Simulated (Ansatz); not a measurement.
Ansatz (a program for electronic structure) input:

Ansatz 0.2 input:
```yaml
crystal:
  periodic: [false, false, false]
  atoms:
    - {symbol: Li, position_ang: [-0.00000000, -0.00000000, -1.52942300]}
    - {symbol: F, position_ang: [0.00000000, 0.00000000, 0.50980767]}
basis:
  gaussian:
    orbitals: def2-TZVP
hamiltonian:
  xc: b3lyp
  dispersion: d3bj
total_charge: 1
magnetization: {spin_polarized: true, initial_magnetization: 1}
phonons: {temperatures: {t_min: 298.15, t_max: 298.15, t_step: 100}}
```

### Question
Which total energy does the run end on?

### Answer
-107.06695 Eh (B3LYP-D3(BJ)/def2-TZVP). The basis has 45 functions.
